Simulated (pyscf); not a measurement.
Structures and frequencies: ωB97X-D3(BJ)/def2-SVP in PySCF.

PBE/def2-TZVP puts the barrier of H₃Si–SeH -> :HSi–SeH [singlet] + hydrogen (H₂) (1,1-elimination; singlet surface; H–Si, H–Si broken, H–H formed) at 50.3 kcal/mol and the reaction energy at +39.0 kcal/mol, from the reactant's lowest minimum found. What do r²SCAN/def2-TZVP, B3LYP-D3(BJ)/def2-TZVP, ωB97M-D3(BJ)/def2-TZVP give on the same structures?

r²SCAN: ΔE‡ = 54.6 kcal/mol, ΔE = +43.7 kcal/mol; B3LYP-D3(BJ): ΔE‡ = 57.6 kcal/mol, ΔE = +40.6 kcal/mol; ωB97M-D3(BJ): ΔE‡ = 58.4 kcal/mol, ΔE = +41.6 kcal/mol. PBE's barrier lies under all of them, by 4.3 to 8.2 kcal/mol. Its reaction energy lies under all of them, by 1.6 to 4.8 kcal/mol. The same reactants have a lower exit, to H₂Si=Se + H₂ (barrier +51.0 kcal/mol at ωB97M-D3(BJ)/def2-TZVP, against +58.4 kcal/mol here). :HSi–SeH [singlet] lies 12.1 kcal/mol over its isomer H₂Si=Se (electronic energy, ωB97M-D3(BJ)/def2-TZVP). One saddle was located; it need not be the lowest between these sides. Elements up to Kr have no core potential and no relativistic terms here.
